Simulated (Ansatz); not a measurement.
Geometry optimisation, RKS PBE0/def2-SVP (Ansatz 0.2.0).

The input (input.yaml):

```yaml
crystal:
  periodic: [false, false, false]
  atoms:
    - { symbol: B, position_ang: [0.070903, -0.145329, -0.135936] }
    - { symbol: H, position_ang: [0.001742, -0.624251, 0.963829] }
    - { symbol: "N", position_ang: [1.283591, -0.190476, -0.804317] }
    - { symbol: H, position_ang: [2.130291, -0.554589, -0.385744] }
    - { symbol: H, position_ang: [1.407669, 0.180499, -1.737597] }
    - { symbol: H, position_ang: [-0.913256, 0.285967, -0.685166] }
    - { symbol: S, position_ang: [-0.134356, 2.481158, 1.489177] }
    - { symbol: H, position_ang: [1.065384, 2.522826, 2.105398] }
    - { symbol: H, position_ang: [-0.207368, 1.109395, 1.613456] }
basis:
  gaussian: { orbitals: def2-SVP }
hamiltonian:
  xc: pbe0
relax:
  f_tol: 0.03
  max_steps: 50
```

Run as:

```bash
$ ansatz run input.yaml --threads 1 --pin off --max-ram 2048MiB --backend cpu --events-out ev --progress --plain --runs-dir out
```

Where does it end, and by what steps?

It converged. The force dipped under the threshold on the way, but the program's further checks kept it going. After 30 steps the energy has fallen by 0.109 eV; H9 moved furthest, 1.31 Å.

```json
{"step": "0", "energy less start (eV)": "0.0000", "largest force component (eV/Å)": "0.733", "accepted": "yes"}
{"step": "2", "energy less start (eV)": "-0.0772", "largest force component (eV/Å)": "0.323", "accepted": "yes"}
{"step": "4", "energy less start (eV)": "-0.0910", "largest force component (eV/Å)": "0.129", "accepted": "yes"}
{"step": "6", "energy less start (eV)": "-0.0956", "largest force component (eV/Å)": "0.018", "accepted": "yes"}
{"step": "8", "energy less start (eV)": "-0.0966", "largest force component (eV/Å)": "0.051", "accepted": "yes"}
{"step": "10", "energy less start (eV)": "-0.0984", "largest force component (eV/Å)": "0.103", "accepted": "yes"}
{"step": "12", "energy less start (eV)": "-0.0934", "largest force component (eV/Å)": "0.611", "accepted": "no"}
{"step": "14", "energy less start (eV)": "-0.1015", "largest force component (eV/Å)": "0.113", "accepted": "yes"}
{"step": "16", "energy less start (eV)": "-0.0958", "largest force component (eV/Å)": "0.588", "accepted": "no"}
{"step": "18", "energy less start (eV)": "-0.1039", "largest force component (eV/Å)": "0.165", "accepted": "yes"}
{"step": "20", "energy less start (eV)": "-0.1058", "largest force component (eV/Å)": "0.089", "accepted": "yes"}
{"step": "22", "energy less start (eV)": "-0.1069", "largest force component (eV/Å)": "0.072", "accepted": "yes"}
{"step": "24", "energy less start (eV)": "-0.1072", "largest force component (eV/Å)": "0.194", "accepted": "no"}
{"step": "26", "energy less start (eV)": "-0.1071", "largest force component (eV/Å)": "0.231", "accepted": "no"}
{"step": "28", "energy less start (eV)": "-0.1083", "largest force component (eV/Å)": "0.092", "accepted": "yes"}
{"step": "30", "energy less start (eV)": "-0.1087", "largest force component (eV/Å)": "0.006", "accepted": "yes"}
```

```xyz
9
Properties=species:S:1:pos:R:3
B 0.316 -0.287 -0.058
H 0.570 -0.655 1.067
N 1.314 -0.312 -1.021
H 2.264 -0.599 -0.825
H 1.170 -0.013 -1.976
H -0.796 0.075 -0.371
S 0.180 2.861 1.770
H 0.577 1.816 2.525
H -0.891 2.180 1.312
```

Time of the run: 72 s on 1 thread of Arm Neoverse V1, with other jobs on the host, peak memory 0.16 GiB.
